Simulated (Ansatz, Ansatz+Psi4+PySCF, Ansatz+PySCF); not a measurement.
```xyz
7

C     0.0108    0.0000   -0.9079
C    -0.2571    0.0000    0.5224
Cl    1.3566    0.0000    1.4854
H     0.2023    0.9290   -1.4294
H     0.2023   -0.9290   -1.4294
H    -0.7574    0.8960    0.8794
H    -0.7574   -0.8960    0.8794
```

Basis set: cc-pVTZ on H, C; cc-pV(T+d)Z on Cl (spherical functions). Left uncorrelated: 7 orbitals. Correlation on ROHF uses semicanonical orbitals with singles. Charge 0, multiplicity 2.

Computed with Ansatz (development build ahead of 0.2.0); each method stands on the lowest determinant of its kind that the runs found.

The atomization energy at this shape (free ground-state atoms in the same class of orbitals less the molecule, no zero-point energy) of doublet C₂H₄Cl:

```csv
method,atomization energy
ROHF-CCSD(T),24.62 eV
ROHF,19.29 eV
UHF,19.01 eV
```

Task: What does ROHF-MP2 give?

Result: 24.87 eV.
